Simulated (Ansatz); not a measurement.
**H2B–F: how the vertical ionisation to the doublet moves with the basis**

H2B–F, singlet; coordinates (Å): B 0.000 0.000 0.751; F 0.000 0.000 -0.566; H 0.000 1.059 1.309; H 0.000 -1.059 1.309. Quantity: vertical ionisation to the doublet.

Ansatz 0.2.0, basis cc-pVDZ or cc-pVTZ; geometries are PBE0/def2-TZVP minima. Wave-function levels freeze the cores; HF, MP2 and coupled cluster are restricted for singlets and unrestricted otherwise, Kohn–Sham unrestricted where that lies lower. The reference is CCSDT(Q) (coupled cluster only where its series has nearly closed). Semilocal and hybrid functionals correlate all electrons outside any core potential and usually lie nearer their basis limit than the reference, so part of their error here is the reference's basis and frozen-core error; RPA and the MP2 part of double hybrids freeze the same cores as the reference. None of these values is a measured one. Energies are electronic, without zero-point terms. No spin–orbit coupling and no scalar relativity. The species are chosen: bound, without strong static correlation by their natural occupations or amplitudes, in their lowest spin state as far as vertical gaps and like structures tell, with only the lowest ion state computed, and with a ladder that closes on the reference, so errors are smaller than for species at large; levels whose determinant breaks symmetry or spin markedly are left out.

```csv
level,cc-pVDZ (eV),cc-pVTZ (eV)
reference,12.464 (CCSDT(Q)),12.692 (CCSDT(Q))
HF,12.288,12.306
CCSD(T),12.482,12.707
CCSDT,12.472,12.700
PBE,11.969,12.061
r2SCAN,12.144,12.206
PBE0,12.329,12.393
B2PLYP,12.365,12.497
```

From cc-pVDZ to cc-pVTZ the reference moves by 0.228 eV and PBE by 0.092; the step from CCSD(T) to the reference is -0.017 in the first and -0.015 in the last.
